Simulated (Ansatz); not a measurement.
O₂⁺, quartet: the ladder up to full CI

Geometry: a point of a stretch scan, not a stationary point.

```xyz
2

O     0.0000    0.0000    0.0000
O     0.0000    0.0000    1.4680
```

Basis 6-31G; Ansatz 0.2.0. Only valence electrons are correlated (noble-gas cores frozen), which leaves 11 electrons in 16 orbitals. R marks a restricted (for open shells ROHF) determinant, U an unrestricted one. Active spaces: pair = (5e, 5o) about the gap; valence = (11e, 8o) chosen from the atoms' valence shells.

Full CI is exact within this basis and frozen core; it isn't the basis-set limit. The frozen core follows each run's orbitals, which can shift R against U totals by a few meV.

Coupled cluster chose its determinant by trial CCSD, here up to 0.68 eV above the lowest Hartree–Fock solution of its kind.

The UHF ⟨S²⟩ is 3.960, the ⟨S²⟩ of the determinant under UCCSD is 3.778 and the T1 diagnostic (RCCSD) is 0.0191. The largest doubles amplitude (RCCSD) is 0.159 and the T1 diagnostic (UCCSD) is 0.0166.

| level | E − E(determinant under the R cluster runs) (eV) |
| --- | --- |
| RCCSD* | -6.3143 |
| UCCSD* | -6.3417 |
| RCCSD(T)* | -6.5406 |
| UCCSD(T)* | -6.5505 |

Estimate how far full CI in 6-31G lies from RCCSD(T). The table doesn't fix it; the size of (T) and the diagnostics are the guide.

Full CI in 6-31G lies 10.3 kJ/mol below RCCSD(T), which is 47 % of the (T) step (-21.8 kJ/mol). A doubles amplitude is large, and the rest is a large part of (T). The miss exceeds 1 kcal/mol.

The other levels:

```tsv
level	E − E(full CI) (kJ/mol)	share of correlation (%)	wall time
BCCD(T)*	10.7	98.33	1.1 s
RCCSDT*	6.7	98.95	–
UCCSDT*	6.3	99.01	–
RCCSDT(Q)*	0.5	99.92	8.5 s
UCCSDT(Q)*	0.6	99.91	7.5 s
RCCSDTQ*	0.4	99.94	91 s
UCCSDTQ*	0.2	99.97	91 s
CASSCF (valence space)	300.0	53.22	–
NEVPT2 (valence space)	63.0	90.18	0.3 s
MRCISD (valence space)	13.5	97.89	–
MRCISD+Q (valence space)	2.9	99.55	0.87 s
```

An asterisk marks runs whose energy the program itself flagged as in doubt.

The correlation energy at full CI, counted from the determinant under the R cluster runs, is -6.647 eV. That run took 70 s on 1 thread of Arm Neoverse V2, shared host over 2,602,600 determinants.

Run but not shown, since their state, orbitals or frozen core can't be matched to the reference's or they repeat it: RHF, UHF, RMP2, UMP2, CISD, CISDTQ, CASSCF (pair space), NEVPT2 (pair space), MRCISD (pair space), MRCISD+Q (pair space).

Times hold each run's SCF and search for its determinant on a shared host, so for small cases they say little of a method's own cost; they ran on 1 thread of Arm Neoverse V2. Some runs computed forces too.

The full-CI state has the irrep B3u of D2h, in the program's axes (one component, if the state is degenerate).

Natural occupations of full CI about the gap: 1.981 1.928 1.863 1.048 1.006 0.985 0.141 0.016 0.010 0.008; effectively unpaired electrons, Σ n²(2−n)², 3.15.
